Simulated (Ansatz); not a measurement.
Input file:

```yaml
crystal:
  periodic: [false, false, false]
  atoms:
    - {symbol: Co, position_ang: [0.000000, 0.000000, 0.000000]}
    - {symbol: C, position_ang: [0.000000, 0.000000, 1.692200]}
basis:
  gaussian: {orbitals: def2-SVP}
total_charge: 1
magnetization: {spin_polarized: true, initial_magnetization: 2}
hamiltonian: {xc: {name: B3LYP}}
```

```sh
$ ansatz run in.yaml --threads 1 --pin off --events-out ev --progress --plain --max-ram 2393MiB
```

The program prints:

```
476 factors; integrals over basis functions are off by at most 7.7e-4 eV
mean field evaluation 1: about -38583.0719 eV, gradient 1.3e2 eV
mean field evaluation 2: about -37943.9113 eV, gradient 2.9e2 eV
mean field evaluation 4: about -38509.3579 eV, gradient 1.6e2 eV
mean field evaluation 8: about -38634.1023 eV, gradient 3.6e1 eV
mean field evaluation 16: about -38645.6017 eV, gradient 1.2e-1 eV
mean field evaluation 32: about -38645.2178 eV, gradient 3.4e0 eV
mean field -38645.60183508 eV, -1420.1996725093 hartree, gradient 6.0e-6 eV, S^2 2.379240; 2 other end points of the search recorded, 0 dependent functions left out
reference -38645.60203485 eV, -1420.1996798509 hartree; 17, 15 occupied and 28, 30 virtual orbitals, 476 factors
Total energy: -38645.60203485 eV, -1420.1996798509 hartree
```

Ran on 1 thread of Arm Neoverse V1, shared host: 5.5 s wall, 0.16 GiB peak host memory.
